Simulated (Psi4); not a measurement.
# UMP2/def2-SVPD (density fitting, density fitting for correlation, sweep point 2) run of AlO (oxoaluminum)

Aim: the vertical ionisation energy of AlO (oxoaluminum) at UMP2/def2-SVPD (density fitting, density fitting for correlation, sweep point 2), from 2 runs. 

Program for the calculation: Psi4 1.11.

13 further runs of the same task are left out: 13 that didn't finish.

### Step 1. Starting point

The species is AlO (2 atoms), meant as a doublet with charge 0. As SMILES, `[O]=[Al]`. The shape comes from GFN2-xTB, which is rough for such elements, and wasn't checked as a minimum.

Bond lengths: O1–Al2 1.570 Å.

### Step 2. A single-point energy at UMP2/def2-SVPD (density fitting, density fitting for correlation, sweep point 2)

job.in reads:

```
memory 1600 mb

molecule {
  0 2
  O      0.000000     0.000000     0.000000
  Al     0.000000     0.000000     1.570050
  symmetry c1
}

set {
  basis                   def2-SVPD
  reference               uhf
  puream                  true
  scf_type                df
  num_frozen_docc         6
  maxiter                 100
  soscf                   true
  soscf_start_convergence 0.001
}

energy_value = energy("mp2")
```

Command:

```bash
$ psi4 job.in job.out -n 1
```

job.out:

```text
[...]
  Running in c1 symmetry.
[...]
  Nuclear repulsion =   35.052660685761602
[...]
  Multiplicity = 2
[...]
  Nalpha       = 11
  Nbeta        = 10
[...]
    Number of basis functions: 47
[...]
   @DF-UHF iter   1:  -316.32713834668726   -6.78696e-01   1.54666e-02 DIIS/ADIIS
[...]
   @DF-UHF iter  23:  -316.59175624288679   -1.25056e-12   4.50887e-09 SOSCF, nmicro=conv
[...]
   @S^2 Observed:                8.161505350E-01
[...]
    Orbital Energies [Eh]
    ---------------------
    Alpha Occupied:
       1A    -58.471948     2A    -20.566010     3A     -4.909773
       4A     -3.230701     5A     -3.220151     6A     -3.220151
       7A     -1.282774     8A     -0.644220     9A     -0.516317
      10A     -0.516317    11A     -0.362742
    Alpha Virtual:
      12A      0.049776    13A      0.049776    14A      0.064517
      15A      0.104931    16A      0.150377    17A      0.150377
      18A      0.162375    19A      0.182670    20A      0.182670
      21A      0.265771    22A      0.265771    23A      0.268377
      24A      0.349583    25A      0.461440    26A      0.513797
[...]
  @DF-UHF Final Energy:  -316.59175624288679
   => Energetics <=
    Nuclear Repulsion Energy =             35.0526606857616017
    One-Electron Energy =                -510.3249662238436031
    Two-Electron Energy =                 158.6805492951951919
    Total Energy =                       -316.5917562428867882
  UHF NO Occupations:
  HONO-2 :    9  A 1.9973489
  HONO-1 :   10  A 1.9727399
[...]
 Multipole Moments:
 ------------------------------------------------------------------------------------
     Multipole            Electronic (a.u.)      Nuclear  (a.u.)        Total (a.u.)
 ------------------------------------------------------------------------------------
 L = 1.  Multiply by 2.5417464519 to convert [e a0] to [Debye]
 Dipole X            :         -0.0000001            0.0000000           -0.0000001
 Dipole Y            :          0.0000000            0.0000000            0.0000000
 Dipole Z            :          1.6749245           -0.5466637            1.1282608
 Magnitude           :                                                    1.1282608
[...]
```

Wall time 3.3 s (1 thread of Intel Xeon Platinum 8488C (Sapphire Rapids), shared host); peak memory 0.19 GiB.

### Step 3. The singlet cation

input.in reads:

```
memory 1600 MB

molecule {
  1 1
  O      0.000000     0.000000     0.000000
  Al     0.000000     0.000000     1.570050
  units angstrom
  symmetry c1
}

set {
  basis def2-SVPD
  puream true
  scf_type df
  num_frozen_docc 6
}

e_tot, wfn = energy('mp2', return_wfn=True)
print_variables()
```

Command:

```bash
$ psi4 -n 1 input.in input.out
```

input.out:

```text
[...]
  Running in c1 symmetry.
[...]
  Nuclear repulsion =   35.052660685761602
[...]
  Multiplicity = 1
[...]
  Nalpha       = 10
  Nbeta        = 10
[...]
    Number of basis functions: 47
[...]
   @DF-RHF iter   1:  -315.91157099382065   -2.63129e-01   1.53574e-02 DIIS/ADIIS
[...]
   @DF-RHF iter  13:  -316.21018761411500    1.13687e-13   4.26050e-10 DIIS
[...]
    Orbital Energies [Eh]
    ---------------------
    Doubly Occupied:
       1A    -58.852761     2A    -20.805159     3A     -5.278977
       4A     -3.592083     5A     -3.591365     6A     -3.591365
       7A     -1.454206     8A     -0.724211     9A     -0.724211
      10A     -0.709218
[...]
  @DF-RHF Final Energy:  -316.21018761411500
   => Energetics <=
    Nuclear Repulsion Energy =             35.0526606857616017
    One-Electron Energy =                -503.8785866087254135
    Two-Electron Energy =                 152.6157383088487904
    Total Energy =                       -316.2101876141150001
[...]
 Multipole Moments:
 ------------------------------------------------------------------------------------
     Multipole            Electronic (a.u.)      Nuclear  (a.u.)        Total (a.u.)
 ------------------------------------------------------------------------------------
 L = 1.  Multiply by 2.5417464519 to convert [e a0] to [Debye]
 Dipole X            :         -0.0000000            0.0000000           -0.0000000
 Dipole Y            :          0.0000000            0.0000000            0.0000000
 Dipole Z            :          3.8550515           -0.5466637            3.3083878
 Magnitude           :                                                    3.3083878
[...]
```

Wall time 2.7 s (1 thread of Intel Xeon Platinum 8488C (Sapphire Rapids), shared host); peak memory 0.19 GiB.

### Step 4. Outcome

Level: UMP2/def2-SVPD (density fitting, density fitting for correlation, sweep point 2), 6 core orbitals frozen.

| quantity | value |
| --- | --- |
| doublet AlO: total energy | -316.81881 Eh |
| doublet AlO: HOMO energy (Hartree–Fock orbitals) (highest over α and β) | -9.80 eV |
| doublet AlO: LUMO energy (Hartree–Fock orbitals) (lowest over α and β) | -0.29 eV |
| doublet AlO: correlation energy (6 core orbitals frozen) | -227.1 mEh |
| doublet AlO: ⟨S²⟩ of the reference determinant | 0.816 |
| singlet cation: total energy | -316.48875 Eh |
| singlet cation: HOMO energy (Hartree–Fock orbitals) | -19.30 eV |
| singlet cation: LUMO energy (Hartree–Fock orbitals) | -9.69 eV |
| singlet cation: HOMO–LUMO gap (Hartree–Fock orbitals) | 9.61 eV |
| singlet cation: correlation energy (6 core orbitals frozen) | -278.6 mEh |
| vertical ionisation energy (to the singlet cation) | 8.981 eV |

The vertical ionisation energy comes to 8.98 eV (207 kcal/mol). Only the singlet of the ionised species was computed; a triplet could lie lower.
